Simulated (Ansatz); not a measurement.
# Zinc-blende HgS (metastable phase)

Method: rVV10 (Ansatz, a quantum-chemistry and plane-wave program, plane waves, PAW).

Run with plane-wave cutoff 500 eV, 12×12×12 k mesh, Fermi–Dirac smearing 0.05 eV, scalar-relativistic PAW data made under PBE.

Cell: relaxed at this level.

```
Item                                    Value
------------------------------  -------------
volume per atom                 27.17 Å³/atom
equilibrium lattice constant a        6.012 Å
band gap                        zero (no gap)
```

Measured, for comparison: equilibrium volume per atom 24.91 Å³/atom, lattice constant a 5.841 Å (295 K, no zero-point or thermal correction; as tabulated in Cardona et al. (2009), arXiv:0908.2634). Computed (rounded) less measured: equilibrium volume per atom +9.1 %, lattice constant a +2.9 %.

Spin–orbit coupling is not included; it can shift volumes and moduli of such heavy elements.

Static lattice: no zero-point or thermal effects.

It cost about 30 core-seconds (a rough figure) of CPU time.
